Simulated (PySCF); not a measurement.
CH2, SMILES [CH2], multiplicity 3. Geometry: B3LYP-D3(BJ)/def2-TZVPD. The isomer is the one that the SMILES or the coordinates give; other isomers of the formula were not compared.

Computed equilibrium geometry at B3LYP-D3(BJ)/def2-TZVPD (PySCF confirms it by a frequency run) as bond lengths and angles, and its point group:
point group C2v.
Atoms: C1 H2 H3. Bond lengths (Å): C1–H2 1.078, C1–H3 1.078. Bond angles (°): H2–C1–H3 135.1.
Charge 0, spin multiplicity 3.
